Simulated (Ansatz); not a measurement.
# CHF₂− (SMILES F[CH-]F): one structure at several levels

The task here is to estimate one member of a computed series from the others.

Program: Ansatz 0.2.0, Gaussian basis. Level of theory: single points in def2-TZVPPD. These are calculated values, not measurements.

Correlated methods freeze the cores. B3LYP uses VWN-RPA correlation.

## Where the work starts

4 atoms, charge -1, spin multiplicity 1.

Atoms are counted from 1 here; the program's logs count them from 0.

Bond lengths: F1–C2 1.303 Å, C2–F3 1.479 Å, C2–H4 1.042 Å. Angles: F1–C2–F3 100.7°, F1–C2–H4 104.9°, F3–C2–H4 98.9°.

Coordinates:

| atom | x (Å) | y (Å) | z (Å) |
| --- | --- | --- | --- |
| F1 | -1.1021 | 0.3036 | -0.1263 |
| C2 | 0.0997 | 0.2027 | 0.3679 |
| F3 | 0.4820 | -1.1426 | -0.1123 |
| H4 | 0.6987 | 0.7750 | -0.2635 |

The first run:

Contents of run/in.yaml:

```yaml
crystal:
  periodic: [false, false, false]
  atoms:
    - {symbol: F, position_ang: [-1.102100, 0.303600, -0.126300]}
    - {symbol: C, position_ang: [0.099700, 0.202700, 0.367900]}
    - {symbol: F, position_ang: [0.482000, -1.142600, -0.112300]}
    - {symbol: H, position_ang: [0.698700, 0.775000, -0.263500]}
basis:
  gaussian: {orbitals: "def2-TZVPPD.json"}
total_charge: -1
correlation: {method: ccsd_t}
output: {forces: true}
```

The basis file named in the input lies beside it (Basis Set Exchange, JSON).

The command line of these runs was not kept.

Among the steps run: CCSD(T)/def2-TZVPPD; PBE0-D4/def2-TZVPPD; wB97M-V/def2-TZVPPD; r2SCAN-D4/def2-TZVPPD; PBE-D4/def2-TZVPPD; B3LYP-D4/def2-TZVPPD; revPBE-D4/def2-TZVPPD.

One table of the session follows, with a row left open; its other results are not shown here.

| method | RMS force component (eV/Å) | angle to CCSD(T) forces (°) |
| --- | --- | --- |
| CCSD(T) | 2.142 | reference |
| PBE0-D4 | ? | ? |
| wB97M-V | 2.079 | 0.3 |
| r2SCAN-D4 | 2.106 | 2.3 |
| PBE-D4 | 2.196 | 4.0 |
| B3LYP-D4 | 2.080 | 2.1 |
| revPBE-D4 | 2.298 | 5.0 |

Q: Estimate the row for PBE0-D4 from the others.

The run gave: RMS force component (eV/Å): 1.994; angle to CCSD(T) forces (°): 4.1. In the column «RMS force component (eV/Å)» it is the lowest.

Caveats from the session: The anion's highest level is positive in at least one run, so there the basis alone may hold the extra electron.
